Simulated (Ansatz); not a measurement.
For 1T (CdI2-type) SnS2, PBE-D3(BJ) (plane waves, PAW; Ansatz, a first-principles code) gives:

| Item | Result |
|---|---|
| equilibrium lattice constant a | 3.669 Å |
| lattice parameter c | 5.807 Å |

What does PBE0-D4 (Ansatz, plane waves, PAW) give for the same quantities?


- lattice constant a: 3.628 Å (decreases by 1.1 %)
- lattice parameter c: 5.817 Å (grows by 0.2 %)

For comparison: lattice constant a 3.646 Å (measured, room temperature, no zero-point or thermal correction, our sources range from 3.640 to 3.650; as tabulated in Lima et al. (2018), arXiv:1803.05430); lattice parameter c 5.893 Å (measured, room temperature, no zero-point or thermal correction; as tabulated in Lima et al. (2018), arXiv:1803.05430).

Changes are worked out from the printed values.

Unless a cell is named, each level is at its own relaxed cell (PBE-D3(BJ) 22.57, PBE0-D4 22.10 Å³/atom).

Ansatz's density-functional and Hartree–Fock values are scalar-relativistic unless marked +SOC, with PAW data made under PBE.
